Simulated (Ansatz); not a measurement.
ZnCu2GeS4 (Pmn2₁, No. 31; cell taken from a computed entry) was calculated with LDA (Ansatz, an electronic-structure program, plane waves, PAW).

Settings: plane-wave cutoff 520 eV, 6×6×6 k mesh, Fermi–Dirac smearing 0.01 eV, no spin polarisation, scalar-relativistic PAW data made under PBE.

Cell (relaxed with PBEsol):

```xyz
16
Lattice="7.3779 0.0000 0.0000 0.0000 6.4281 0.0000 0.0000 0.0000 6.1282" Properties=species:S:1:pos:R:3 pbc="T T T"
Zn     3.6890     1.0088     6.1269
Zn     0.0000     5.4193     3.0628
Cu     5.5268     2.1190     3.1059
Cu     5.5401     4.3092     0.0418
Cu     1.8511     2.1190     3.1059
Cu     1.8378     4.3092     0.0418
Ge     3.6890     5.3552     3.0612
Ge     0.0000     1.0729    -0.0029
S      3.6890     5.2744     5.3203
S      0.0000     1.1537     2.2562
S      3.6890     1.0513     2.3269
S      0.0000     5.3768     5.3911
S      5.5652     2.1865     5.3567
S      5.5017     4.2416     2.2926
S      1.8127     2.1865     5.3567
S      1.8762     4.2416     2.2926
```

Predict the band gap.


* **band gap**: 0.46 eV (direct)

Measured, for comparison: band gap 2.07 eV (10 K, zero-point motion not removed, indirect, absorption, E‖b (2.14 eV for E‖a), single crystal; as tabulated in Levcenco et al. (2011), doi:10.1016/j.optmat.2011.08.005). The measured gap is indirect, the run's direct.

Note: cell and atoms aren't relaxed at this level (pressure -2.7 GPa).

Spin–orbit coupling is not included.

The computed numbers hold no vibrational or temperature effects.
